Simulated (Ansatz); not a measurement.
A nudged elastic band was laid between two geometries of BClH2 + H2 (6 atoms, charge 0, multiplicity 1).

These are results of Ansatz, RKS B3LYP/def2-SVP, not measurements.

```yaml
movable_images: 7
climbing_image: yes
spring: 5.0 eV/Å²
optimiser: quadratic models (default)
start_path: through a guess of the saddle point
force_threshold: 0.05 eV/Å
iteration_limit: 60
end_points: relaxed
```

Initial state:

```xyz
6
Properties=species:S:1:pos:R:3
B -0.015 0.549 0.172
Cl -0.036 1.154 1.812
H 1.050 0.390 -0.360
H -1.066 0.320 -0.361
H 0.111 -2.624 0.426
H 0.074 -2.459 1.168
```

Final state:

```xyz
6
Properties=species:S:1:pos:R:3
B 0.018 -0.263 -0.358
Cl 0.001 -0.154 2.189
H 1.040 0.364 -0.479
H -1.045 0.288 -0.490
H 0.062 -1.469 -0.353
H 0.042 -1.436 2.348
```

Which bonds break or form, and what moves?

Bonds broken: B1–Cl2, H5–H6. Bonds formed: B1–H5, Cl2–H6. BClH2 + H2 becomes BH3 + ClH.

Give the energies along the band, and the barrier.

The forces met the threshold. The highest image is number 5 of 0 to 8, 1.08 eV above the first end and 0.36 eV above the last; the last end lies 0.72 eV above the first. A vibrational analysis at the climbing image gives one clearly imaginary mode, 721i cm⁻¹: a first-order saddle point. The orbitals stay closed-shell, which can raise the energy where a bond breaks towards radicals; this wasn't checked here.

```json
{"image": "0", "path coordinate (Å)": "0.00", "energy (eV)": "0.00", "B1–Cl2 (Å)": "1.75", "H5–H6 (Å)": "0.76", "B1–H5 (Å)": "3.19"}
{"image": "1", "path coordinate (Å)": "0.49", "energy (eV)": "0.01", "B1–Cl2 (Å)": "1.75", "H5–H6 (Å)": "0.76", "B1–H5 (Å)": "2.75"}
{"image": "2", "path coordinate (Å)": "0.99", "energy (eV)": "0.07", "B1–Cl2 (Å)": "1.76", "H5–H6 (Å)": "0.76", "B1–H5 (Å)": "2.32"}
{"image": "3", "path coordinate (Å)": "1.48", "energy (eV)": "0.24", "B1–Cl2 (Å)": "1.79", "H5–H6 (Å)": "0.77", "B1–H5 (Å)": "1.89"}
{"image": "4", "path coordinate (Å)": "1.98", "energy (eV)": "0.59", "B1–Cl2 (Å)": "1.90", "H5–H6 (Å)": "0.83", "B1–H5 (Å)": "1.48"}
{"image": "5", "path coordinate (Å)": "2.47", "energy (eV)": "1.08", "B1–Cl2 (Å)": "2.16", "H5–H6 (Å)": "1.15", "B1–H5 (Å)": "1.27"}
{"image": "6", "path coordinate (Å)": "2.95", "energy (eV)": "0.87", "B1–Cl2 (Å)": "2.52", "H5–H6 (Å)": "1.62", "B1–H5 (Å)": "1.22"}
{"image": "7", "path coordinate (Å)": "3.43", "energy (eV)": "0.77", "B1–Cl2 (Å)": "2.60", "H5–H6 (Å)": "2.12", "B1–H5 (Å)": "1.21"}
{"image": "8", "path coordinate (Å)": "3.92", "energy (eV)": "0.72", "B1–Cl2 (Å)": "2.55", "H5–H6 (Å)": "2.70", "B1–H5 (Å)": "1.21"}
```

What is the geometry of the highest image?


```xyz
6
Properties=species:S:1:pos:R:3
B 0.016 -0.274 0.022
Cl 0.001 0.044 2.154
H 1.072 0.144 -0.356
H -1.060 0.084 -0.362
H 0.052 -1.540 0.164
H 0.037 -1.128 1.235
```

What are the harmonic wavenumbers there?

721i, 524, 727, 788, 1013, 1074, 1139, 1360, 1633, 2262, 2616, 2746 cm⁻¹.

Time of the run: 2 min on 1 thread of Arm Neoverse V2 (shared host), peak memory 0.093 GiB.
